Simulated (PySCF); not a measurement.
# H₅P₃: calculation and literature

Mapped SMILES: `[PH2:1][PH:2][PH2:3]`. Hydrogens are named by the atom that carries them.

Measured values that the calculation should reproduce: δ ³¹P P1/P3 -162.6; P2 -179.1 ppm (measured; solution; W. H. Hersh, T.-Y. Chan, Beilstein J. Org. Chem. 19 (2023) 36, supporting information).

No relativistic terms, isolated molecule, equivalent nuclei averaged, a single conformation. B97-2/pcSseg-2 with gauge-including orbitals; PBE0-D3(BJ)/def2-TZVP structure; PySCF 2.14.

Question: How close does the calculation come?

Answer: 
Reference values: measured (solution; W. H. Hersh, T.-Y. Chan, Beilstein J. Org. Chem. 19 (2023) 36, supporting information).
| atoms | quantity | reference | computed | computed, scaled |
| --- | --- | --- | --- | --- |
| P1/P3 | δ ³¹P vs 85 % H3PO4 | -162.6 | -191.1 | -178.2 |
| P2 | δ ³¹P vs 85 % H3PO4 | -179.1 | -154.0 | -144.2 |

Computed shifts are σ(ref) − σ with the named reference compound (TMS for H and C) calculated as an isolated molecule at the same level. The measured values may be among those fitted. Shieldings were converted by a linear fit to measured shifts: ³¹P (scatter 17.1 ppm rms vs H3PO4, solution or neat liquid). Occasional misses reach two or three times the rms, and more in compound classes unlike the fitted ones.

Question: How far are the unscaled ³¹P shifts from the references?

Answer: Mean signed difference -1.70 ppm, mean absolute 26.80 ppm over 2 comparisons; the largest is -28.5 ppm at P1/P3 (phosphorus bonded to P, 2 H).
